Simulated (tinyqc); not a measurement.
Inside a calculation (part 2 of 3). Method: LCCD on RHF in the sto-3g basis, frozen core, for H3O+, spin multiplicity 1. Computed by tinyqc, a small Python program that keeps every step (integrals from PySCF). Command: `OMP_NUM_THREADS=1 python tinyqc.py 29663 29664 out.jsonl` (the two numbers bound the seeds that draw the settings). One thread of a shared host (Intel(R) Xeon(R) Processor @ 2.60GHz), about 0.1 s of CPU time with the checks.

Geometry (angstrom):
```
atom          x          y         z
O      0.000000   0.000000  0.242000
H      0.892000   0.000000  0.000000
H     -0.446000   0.772000  0.000000
H     -0.446000  -0.772000  0.000000
```

## Iteration 1: building the Fock matrix

D at the start:
```
            1O 1s      1O 2s     1O 2px     1O 2py     1O 2pz      2H 1s      3H 1s      4H 1s
1O 1s    2.142879  -0.666144   0.000072   0.000000   0.037141   0.086258   0.086335   0.086335
1O 2s   -0.666144   3.087747  -0.000557   0.000000  -0.235629  -0.390238  -0.390656  -0.390656
1O 2px   0.000072  -0.000557   2.490275   0.000000   0.000151  -0.526403   0.263466   0.263466
1O 2py   0.000000   0.000000   0.000000   2.490345   0.000000   0.000000  -0.456132   0.456132
1O 2pz   0.037141  -0.235629   0.000151   0.000000   2.055095   0.110045   0.110192   0.110192
2H 1s    0.086258  -0.390238  -0.526403   0.000000   0.110045   0.163789  -0.003142  -0.003142
3H 1s    0.086335  -0.390656   0.263466  -0.456132   0.110192  -0.003142   0.164004  -0.003087
4H 1s    0.086335  -0.390656   0.263466   0.456132   0.110192  -0.003142  -0.003087   0.164004
```

core Hamiltonian H = T + V (hartree):
```
             1O 1s      1O 2s     1O 2px     1O 2py     1O 2pz      2H 1s      3H 1s      4H 1s
1O 1s   -33.333421  -7.757787   0.000022   0.000000   0.013091  -1.926210  -1.928089  -1.928089
1O 2s    -7.757787  -9.933968   0.000217   0.000000   0.151931  -4.177900  -4.180711  -4.180711
1O 2px    0.000022   0.000217  -8.193526   0.000000  -0.000063  -2.738070   1.370358   1.370358
1O 2py    0.000000   0.000000   0.000000  -8.193518   0.000000   0.000000  -2.371874   2.371874
1O 2pz    0.013091   0.151931  -0.000063   0.000000  -8.032638   0.790715   0.791421   0.791421
2H 1s    -1.926210  -4.177900  -2.738070   0.000000   0.790715  -5.540324  -1.685365  -1.685365
3H 1s    -1.928089  -4.180711   1.370358  -2.371874   0.791421  -1.685365  -5.542142  -1.687204
4H 1s    -1.928089  -4.180711   1.370358   2.371874   0.791421  -1.685365  -1.687204  -5.542142
```

nuclear repulsion = 14.77318985 hartree

Given earlier and not repeated: Two-electron integrals (ij|kl) in chemists' order.

J_ij = sum D_kl (ij|kl), K_ij = sum D_kl (ik|jl); F = H + J - 0.5 K; E = tr D H + tr D J / 2 - 0.25 tr D K + E_nn.

Coulomb J (hartree):
```
            1O 1s     1O 2s     1O 2px     1O 2py     1O 2pz      2H 1s      3H 1s      4H 1s
1O 1s   18.977522  3.628211  -0.000004   0.000000  -0.002422   0.900864   0.901750   0.901750
1O 2s    3.628211  8.960023   0.000018   0.000000   0.007995   3.677030   3.679465   3.679465
1O 2px  -0.000004  0.000018   8.949191   0.000000  -0.000006   2.607265  -1.304815  -1.304815
1O 2py   0.000000  0.000000   0.000000   8.949187   0.000000   0.000000   2.258574  -2.258574
1O 2pz  -0.002422  0.007995  -0.000006   0.000000   8.958421  -0.703693  -0.704338  -0.704338
2H 1s    0.900864  3.677030   2.607265   0.000000  -0.703693   5.224599   1.459780   1.459780
3H 1s    0.901750  3.679465  -1.304815   2.258574  -0.704338   1.459780   5.226204   1.461374
4H 1s    0.901750  3.679465  -1.304815  -2.258574  -0.704338   1.459780   1.461374   5.226204
```

exchange K (hartree):
```
            1O 1s     1O 2s     1O 2px     1O 2py     1O 2pz      2H 1s      3H 1s      4H 1s
1O 1s    9.876575  1.735028  -0.000001   0.000000  -0.000768   0.450713   0.451145   0.451145
1O 2s    1.735028  2.891701   0.000014   0.000000   0.003659   1.042951   1.043699   1.043699
1O 2px  -0.000001  0.000014   2.381186   0.000000  -0.000010   0.547406  -0.273962  -0.273962
1O 2py   0.000000  0.000000   0.000000   2.381173   0.000000   0.000000   0.474223  -0.474223
1O 2pz  -0.000768  0.003659  -0.000010   0.000000   2.393098  -0.146767  -0.146914  -0.146914
2H 1s    0.450713  1.042951   0.547406   0.000000  -0.146767   0.555912   0.331337   0.331337
3H 1s    0.451145  1.043699  -0.273962   0.474223  -0.146914   0.331337   0.556615   0.331676
4H 1s    0.451145  1.043699  -0.273962  -0.474223  -0.146914   0.331337   0.331676   0.556615
```

Fock matrix F (hartree):
```
             1O 1s      1O 2s     1O 2px     1O 2py     1O 2pz      2H 1s      3H 1s      4H 1s
1O 1s   -19.294186  -4.997090   0.000019   0.000000   0.011053  -1.250702  -1.251912  -1.251912
1O 2s    -4.997090  -2.419796   0.000228   0.000000   0.158096  -1.022346  -1.023096  -1.023096
1O 2px    0.000019   0.000228  -0.434928   0.000000  -0.000064  -0.404509   0.202524   0.202524
1O 2py    0.000000   0.000000   0.000000  -0.434918   0.000000   0.000000  -0.350412   0.350412
1O 2pz    0.011053   0.158096  -0.000064   0.000000  -0.270767   0.160406   0.160540   0.160540
2H 1s    -1.250702  -1.022346  -0.404509   0.000000   0.160406  -0.593681  -0.391253  -0.391253
3H 1s    -1.251912  -1.023096   0.202524  -0.350412   0.160540  -0.391253  -0.594245  -0.391668
4H 1s    -1.251912  -1.023096   0.202524   0.350412   0.160540  -0.391253  -0.391668  -0.594245
```

total energy of this density = -73.21825347 hartree

## Iteration 1: diagonalisation and new density

X:
```
            1O 1s      1O 2s     1O 2px     1O 2py     1O 2pz      2H 1s      3H 1s      4H 1s
1O 1s    1.025293  -0.154029   0.000011   0.000000   0.006526   0.020945   0.020953   0.020953
1O 2s   -0.154029   1.376557  -0.000178   0.000000  -0.074177  -0.296144  -0.296467  -0.296467
1O 2px   0.000011  -0.000178   1.139007   0.000000   0.000043  -0.298999   0.149632   0.149632
1O 2py   0.000000   0.000000   0.000000   1.139034   0.000000   0.000000  -0.259088   0.259088
1O 2pz   0.006526  -0.074177   0.000043   0.000000   1.015516   0.062135   0.062222   0.062222
2H 1s    0.020945  -0.296144  -0.298999   0.000000   0.062135   1.241076  -0.082120  -0.082120
3H 1s    0.020953  -0.296467   0.149632  -0.259088   0.062222  -0.082120   1.241414  -0.082225
4H 1s    0.020953  -0.296467   0.149632   0.259088   0.062222  -0.082120  -0.082225   1.241414
```

Diagonalise F' = X^T F X, C = X C', fill 5 alpha and 5 beta electrons from the bottom; D = 2 C_occ C_occ^T. Each column has its largest component positive (the first on a tie).

F' = X^T F X (hartree):
```
            1          2          3          4          5          6          7          8
1  -18.904977  -2.660376   0.000001   0.000000   0.012522  -0.215550  -0.215928  -0.215928
2   -2.660376  -1.138239  -0.000012   0.000000   0.047100  -0.441605  -0.442031  -0.442031
3    0.000001  -0.000012  -0.177867   0.000000   0.000010  -0.435715   0.218054   0.218054
4    0.000000   0.000000   0.000000  -0.177818   0.000000   0.000000  -0.377529   0.377529
5    0.012522   0.047100   0.000010   0.000000  -0.242097   0.106094   0.106227   0.106227
6   -0.215550  -0.441605  -0.435715   0.000000   0.106094  -0.035461  -0.102543  -0.102543
7   -0.215928  -0.442031   0.218054  -0.377529   0.106227  -0.102543  -0.035282  -0.102654
8   -0.215928  -0.442031   0.218054   0.377529   0.106227  -0.102543  -0.102654  -0.035282
```

orbital energies (hartree): MO1 -19.306958, MO2 -1.257744, MO3 -0.603054, MO4 -0.603023, MO5 -0.252150, MO6 0.291035, MO7 0.492293, MO8 0.492578

coefficients C:
```
              MO1        MO2        MO3        MO4        MO5        MO6        MO7        MO8
1O 1s    0.992432  -0.238052  -0.000080   0.000000  -0.068454  -0.173302  -0.000263   0.000000
1O 2s    0.035609   0.830292   0.000376   0.000000   0.329152   1.178398   0.002072   0.000000
1O 2px  -0.000006  -0.000241   0.662699   0.000000  -0.000090   0.001203  -0.996165   0.000000
1O 2py   0.000000   0.000000   0.000000   0.662734   0.000000   0.000000   0.000000   0.996211
1O 2pz  -0.002919  -0.139450   0.000017   0.000000   0.946657  -0.364428  -0.000629   0.000000
2H 1s   -0.006882   0.110318   0.439269   0.000000  -0.083890  -0.679162   1.030381   0.000000
3H 1s   -0.006889   0.110460  -0.219557   0.380410  -0.083860  -0.677213  -0.516809  -0.893546
4H 1s   -0.006889   0.110460  -0.219557  -0.380410  -0.083860  -0.677213  -0.516809   0.893546
```

D after iteration 1:
```
            1O 1s      1O 2s     1O 2px     1O 2py     1O 2pz      2H 1s      3H 1s      4H 1s
1O 1s    2.092552  -0.369690   0.000010   0.000000  -0.069006  -0.054768  -0.054748  -0.054748
1O 2s   -0.369690   1.597988   0.000039   0.000000   0.391412   0.127808   0.127567   0.127567
1O 2px   0.000010   0.000039   0.878340   0.000000  -0.000080   0.582168  -0.291038  -0.291038
1O 2py   0.000000   0.000000   0.000000   0.878432   0.000000   0.000000   0.504221  -0.504221
1O 2pz  -0.069006   0.391412  -0.000080   0.000000   1.831227  -0.189543  -0.189548  -0.189548
2H 1s   -0.054768   0.127808   0.582168   0.000000  -0.189543   0.424424  -0.154353  -0.154353
3H 1s   -0.054748   0.127567  -0.291038   0.504221  -0.189548  -0.154353   0.424397  -0.154451
4H 1s   -0.054748   0.127567  -0.291038  -0.504221  -0.189548  -0.154353  -0.154451   0.424397
```

## Iteration 8 (converged): orbitals

converged F (hartree):
```
             1O 1s      1O 2s     1O 2px     1O 2py     1O 2pz      2H 1s      3H 1s      4H 1s
1O 1s   -20.870363  -5.314183   0.000016   0.000000   0.017790  -1.327190  -1.328476  -1.328476
1O 2s    -5.314183  -3.036276   0.000192   0.000000   0.110843  -1.327712  -1.328591  -1.328591
1O 2px    0.000016   0.000192  -0.975000   0.000000  -0.000063  -0.667533   0.334066   0.334066
1O 2py    0.000000   0.000000   0.000000  -0.975040   0.000000   0.000000  -0.578190   0.578190
1O 2pz    0.017790   0.110843  -0.000063   0.000000  -0.943359   0.222761   0.222921   0.222921
2H 1s    -1.327190  -1.327712  -0.667533   0.000000   0.222761  -0.977585  -0.499559  -0.499559
3H 1s    -1.328476  -1.328591   0.334066  -0.578190   0.222921  -0.499559  -0.978286  -0.500096
4H 1s    -1.328476  -1.328591   0.334066   0.578190   0.222921  -0.499559  -0.500096  -0.978286
```

As before.

F' = X^T F X (hartree):
```
            1          2          3          4          5          6          7          8
1  -20.480901  -2.724176  -0.000001   0.000000   0.026576  -0.220587  -0.220986  -0.220986
2   -2.724176  -1.626583  -0.000070   0.000000  -0.031463  -0.546601  -0.547040  -0.547040
3   -0.000001  -0.000070  -0.646685   0.000000   0.000017  -0.574395   0.287379   0.287379
4    0.000000   0.000000   0.000000  -0.646695   0.000000   0.000000  -0.497609   0.497609
5    0.026576  -0.031463   0.000017   0.000000  -0.906733   0.134703   0.134829   0.134829
6   -0.220587  -0.546601  -0.574395   0.000000   0.134703  -0.281451  -0.105673  -0.105673
7   -0.220986  -0.547040   0.287379  -0.497609   0.134829  -0.105673  -0.281351  -0.105788
8   -0.220986  -0.547040   0.287379   0.497609   0.134829  -0.105673  -0.105788  -0.281351
```

orbital energies (hartree): MO1 -20.879514, MO2 -1.833604, MO3 -1.153235, MO4 -1.153217, MO5 -0.939467, MO6 0.145561, MO7 0.330750, MO8 0.330977

coefficients C:
```
              MO1        MO2        MO3        MO4        MO5        MO6        MO7        MO8
1O 1s    0.993827  -0.239499   0.000000  -0.000073  -0.053247  -0.168588  -0.000267   0.000000
1O 2s    0.029218   0.862232   0.000000   0.000369   0.260931   1.172704   0.002129   0.000000
1O 2px  -0.000005  -0.000195   0.000000   0.710385  -0.000151   0.001166  -0.962740   0.000000
1O 2py   0.000000   0.000000   0.710401   0.000000   0.000000   0.000000   0.000000   0.962800
1O 2pz  -0.002721  -0.111730   0.000000   0.000116   0.962401  -0.331233  -0.000598   0.000000
2H 1s   -0.005576   0.095337   0.000000   0.388526  -0.065572  -0.683544   1.050502   0.000000
3H 1s   -0.005582   0.095442   0.336502  -0.194236  -0.065486  -0.681471  -0.526912  -0.910990
4H 1s   -0.005582   0.095442  -0.336502  -0.194236  -0.065486  -0.681471  -0.526912   0.910990
```

D after iteration 8:
```
            1O 1s      1O 2s     1O 2px     1O 2py     1O 2pz      2H 1s      3H 1s      4H 1s
1O 1s    2.095775  -0.382719  -0.000003   0.000000  -0.054378  -0.049824  -0.049809  -0.049809
1O 2s   -0.382719   1.624764   0.000108   0.000000   0.309407   0.130147   0.129943   0.129943
1O 2px  -0.000003   0.000108   1.009295   0.000000  -0.000082   0.551989  -0.275983  -0.275983
1O 2py   0.000000   0.000000   0.000000   1.009339   0.000000   0.000000   0.478102  -0.478102
1O 2pz  -0.054378   0.309407  -0.000082   0.000000   1.877412  -0.147396  -0.147389  -0.147389
2H 1s   -0.049824   0.130147   0.551989   0.000000  -0.147396   0.328745  -0.124083  -0.124083
3H 1s   -0.049809   0.129943  -0.275983   0.478102  -0.147389  -0.124083   0.328780  -0.124154
4H 1s   -0.049809   0.129943  -0.275983  -0.478102  -0.147389  -0.124083  -0.124154   0.328780
```

Within a degenerate level the vectors are fixed only up to a rotation; this is one choice.

## Convergence

Stop when the energy changes by less than 1e-10 hartree and every element of the error matrix X^T (F D S - S D F) X is below 3e-06.

Course of the cycle:
```
iteration   E (hartree)     change  largest element of the error matrix
1          -73.21825347          -                             8.42e-01
2          -75.29358650  -2.08e+00                             1.33e-01
3          -75.31323334  -1.96e-02                             1.11e-02
4          -75.31339810  -1.65e-04                             1.65e-03
5          -75.31340553  -7.42e-06                             4.81e-04
6          -75.31340597  -4.45e-07                             7.51e-05
7          -75.31340599  -1.55e-08                             6.88e-07
8          -75.31340599  -5.68e-13                             9.67e-09
```

PySCF RHF in the same basis = -75.31340599 hartree

Converged in 8 iterations.

## Populations, bond orders and dipole

overlap S:
```
           1O 1s     1O 2s     1O 2px     1O 2py     1O 2pz      2H 1s      3H 1s      4H 1s
1O 1s   1.000000  0.236704   0.000000   0.000000   0.000000   0.058356   0.058413   0.058413
1O 2s   0.236704  1.000000   0.000000   0.000000   0.000000   0.496673   0.496950   0.496950
1O 2px  0.000000  0.000000   1.000000   0.000000   0.000000   0.390532  -0.195419  -0.195419
1O 2py  0.000000  0.000000   0.000000   1.000000   0.000000   0.000000   0.338260  -0.338260
1O 2pz  0.000000  0.000000   0.000000   0.000000   1.000000  -0.105951  -0.106035  -0.106035
2H 1s   0.058356  0.496673   0.390532   0.000000  -0.105951   1.000000   0.240756   0.240756
3H 1s   0.058413  0.496950  -0.195419   0.338260  -0.106035   0.240756   1.000000   0.241015
4H 1s   0.058413  0.496950  -0.195419  -0.338260  -0.106035   0.240756   0.241015   1.000000
```

Mulliken: Z minus the diagonal of D S on the atom; Loewdin: the same with S^(1/2) D S^(1/2); Mayer order: 2 sum_s sum (D(s) S)_ij (D(s) S)_ji over the two atoms.

Charges (e):
```
atom   Mulliken   Loewdin
1O    -0.314219  0.008482
2H     0.438084  0.330591
3H     0.438068  0.330464
4H     0.438068  0.330464
```

Mayer bond orders:
```
pair     order
2-1   0.785893
3-1   0.785917
3-2   0.011095
4-1   0.785917
4-2   0.011095
4-3   0.011085
```

dipole moment about the origin, x y z (debye): 0.000239  0.000000  -0.761789
